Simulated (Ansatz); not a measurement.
Geometry optimisation, RKS PBE/def2-SVP (Ansatz).

Input file:

```yaml
crystal:
  periodic: [false, false, false]
  atoms:
    - { symbol: C, position_ang: [-1.1733, 0.64785, 0.22802] }
    - { symbol: C, position_ang: [-0.08197, -0.06365, 0.04424] }
    - { symbol: "N", position_ang: [0.16488, -1.31932, -0.40788] }
    - { symbol: O, position_ang: [1.2461, 0.62118, 0.25479] }
    - { symbol: H, position_ang: [-1.16456, 1.69862, 0.45026] }
    - { symbol: H, position_ang: [-2.1403, 0.18326, 0.17362] }
    - { symbol: H, position_ang: [-0.64583, -1.82871, -0.72822] }
    - { symbol: H, position_ang: [0.79749, -1.89537, 0.13337] }
    - { symbol: H, position_ang: [1.86994, 0.36307, -0.46025] }
    - { symbol: H, position_ang: [1.12754, 1.59308, 0.31205] }
total_charge: 1
basis:
  gaussian: { orbitals: def2-SVP }
hamiltonian:
  xc: pbe
relax:
  f_tol: 0.015
  max_steps: 40
output:
  orbitals: {}
```

Command:

```bash
$ ansatz run input.yaml --threads 1 --pin off --max-ram 2048MiB --backend cpu --events-out ev --progress --plain --runs-dir out
```

Where does it end, and by what steps?

It converged. The force dipped under the threshold on the way, but the program's further checks kept it going. Limits of this set-up: the dipole of an ion depends on the origin. After 26 steps the energy has fallen by 0.282 eV; H9 moved furthest, 1.10 Å. Parted: C2–O4.

```tsv
step	energy less start (eV)	largest force component (eV/Å)	accepted
0	0.0000	0.962	yes
1	-0.1147	0.543	yes
2	-0.1390	0.523	yes
3	-0.0312	1.860	no
4	-0.1717	0.564	yes
5	-0.0979	1.740	no
6	-0.1837	0.218	yes
7	-0.1916	0.158	yes
8	-0.2000	0.329	yes
9	-0.1969	1.076	no
10	-0.2132	0.235	yes
11	-0.2245	0.233	yes
12	-0.2327	0.801	yes
13	-0.2396	0.451	yes
14	-0.2501	0.311	yes
15	-0.2561	0.349	yes
16	-0.2670	0.331	yes
17	-0.2636	0.450	no
18	-0.2741	0.132	yes
19	-0.2781	0.038	yes
20	-0.2802	0.079	yes
21	-0.2752	0.569	no
22	-0.2811	0.057	yes
23	-0.2821	0.009	yes
24	-0.2822	0.075	yes
25	-0.2823	0.037	yes
26	-0.2824	0.006	yes
```

```xyz
10
Properties=species:S:1:pos:R:3
C -1.268 0.637 0.232
C -0.401 -0.325 0.019
N -0.050 -1.550 -0.159
O 1.451 0.703 -0.102
H -1.008 1.701 0.302
H -2.327 0.336 0.344
H 0.070 -1.941 -1.106
H 0.317 -2.121 0.617
H 1.524 1.340 -0.843
H 1.690 1.220 0.695
```

Whether the end is a true minimum wasn't checked by a vibrational analysis.

Time of the run: 110 s on 1 thread of Intel(R) Xeon(R) Processor @ 2.70GHz, with other jobs on the host, peak memory 0.13 GiB.
